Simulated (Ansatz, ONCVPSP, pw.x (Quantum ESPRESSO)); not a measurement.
gallium (bcc): variants of one ONCV potential in the solid

- Element: gallium
- Generator: ONCVPSP 4.0.1.1 (patched build)
- Type: optimised norm-conserving Vanderbilt (ONCV)
- Functional: PBEsol
- Relativity: scalar-relativistic
- Frozen core: [Ar] 3d10
- Valence charge: 3
- Reference configuration: 4s2 4p1
- Partial waves: 4s: rc 1.70 bohr, ncon 3, nbas 6, qcut 3.5 1/bohr, 2 projectors, debl 2.5 Ha; 4p: rc 2.35 bohr, ncon 4, nbas 8, qcut 4.1 1/bohr, 1 projector; d scattering state at 0.25 Ha: rc 2.20 bohr, ncon 4, nbas 8, qcut 4.4 1/bohr, 1 projector
- Local potential: polynomial inside 1.70 bohr (lpopt 5, dvloc0 4 Ha)
- Core correction: Teter function, fcfact 5.5, rcfact 1.05

Crystal test: bcc Ga in pw.x 7.5, no spin, 14³ k-points, Fermi–Dirac smearing 0.01 Ry, cutoffs set for each file from its atomic test. The reference is all-electron LAPW (Ansatz 0.2.0) with the same functional, mesh and smearing; V0 and B0 come from Birch–Murnaghan fits to the pressures at five volumes. Errors are pseudo minus all-electron; Δ is the rms difference of the E(V) curves that follow from these fits, minima aligned, over ±6 % about the mean V0. Mesh and smearing are coarse, so the numbers serve the comparison and aren't converged zero-temperature values; the lattice is a test structure that the element need not adopt.

All-electron: a0 = 3.298 Å (V0 = 17.94 Å³/atom), B0 = 59.1 GPa.

Base: This is a poor potential for the solid.

A dash in a converged row means that the minimum lies outside the volumes sampled.

```tsv
change	cutoffs (Ry)	pw.x	a0 (Å)	a0 error (%)	B0 error (%)	Δ (meV/atom)	mean pressure error (GPa)
base	65/260	converged	3.276	-0.67	+2.9	4.7	-1.13
s: qcut 3.4; p: qcut 4; d: qcut 4.3	70/280	converged	3.277	-0.63	+2.3	4.5	-1.07
s: nbas 7	100/400	converged	3.274	-0.72	+2.9	5.1	-1.21
core correction none	65/260	converged	3.286	-0.36	+0.6	2.5	-0.60
all radii but the core radius scaled by about 0.94 (s 1.60, p 2.22, d 2.08 bohr); local potential polynomial inside 1.60 bohr (lpopt 5, dvloc0 4 Ha)	70/280	converged	3.273	-0.76	+3.2	5.4	-1.29
```

Q: Give the row for: core correction Teter function, fcfact 5.5, rcfact 1.6.

A: pw.x: converged; mean pressure error (GPa): -5.29.
